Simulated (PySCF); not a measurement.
Species: 2,4-hexadiyne, C6H6.
Numbering: `[CH3:1][C:2]#[C:3][C:4]#[C:5][CH3:6]` (hydrogens: H7, H8, H9 on C1; H10, H11, H12 on C6)

Method: PBE0-D3(BJ)/def2-SVP geometry optimisation, gas phase in PySCF.

Q: Give the optimised bond lengths and angles.

A: 
| bond | length (bohr) | order |
| --- | --- | --- |
| C1–C2, C5–C6 | 2.739 | single |
| C2≡C3, C4≡C5 | 2.303 | triple |
| C3–C4 | 2.592 | single |
| C1–H7 and 5 like bonds | 2.082 | single |

Bonds in one row agree within 0.02 bohr and their mean is given. Orders are formal, as drawn. A selection of angles:
| angle | degrees |
| --- | --- |
| C2–C1–H7 | 111.2 |
| H7–C1–H8 | 107.7 |
| C1–C2–C3 | 180.0 |
| C2–C3–C4 | 180.0 |

The 6 heavy atoms lie on one line within 0.05 Å. The 5 C–C bonds span 1.219 Å (C4≡C5, drawn triple) to 1.449 Å (C1–C2, drawn single), a spread of 0.230 Å.

Point group: D3d (every atom within 0.08 Å of its image). Not checked by PBE0-D3(BJ)/def2-SVP frequencies.
